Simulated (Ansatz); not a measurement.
Basis-set extrapolation for `CC/N=C\F` (PBE0-D4/def2-TZVP geometry, frozen core, Ansatz). Multiplicity 1, RHF reference.

|  | def2-TZVPP | def2-QZVPP |
| --- | --- | --- |
| HF | -271.076602 | -271.088879 |
| MP2 correlation | -0.955176 | -1.025417 |
| CCSD(T) correlation | -1.025873 | not run |

Energies in hartree. Use E(X) = E(∞) + A·exp(−7.88·√X) for Hartree–Fock and E(X) = E(∞) + B·X^(−2.97) for correlation, with X = 3 and 4, and add CCSD(T) minus MP2 of the smaller set to the MP2 limit.

Q: What is the CCSD(T) energy at the basis-set limit?

A: HF limit: -271.088879 + (-0.012277) × 0.13774 = -271.09057. MP2 limit: -1.025417 + (-0.070241) × 0.74074 = -1.07745. Higher-order term: -1.025873 − (-0.955176) = -0.07070. Total: -272.23872 hartree, 357.7 kJ/mol below CCSD(T)/def2-TZVPP.
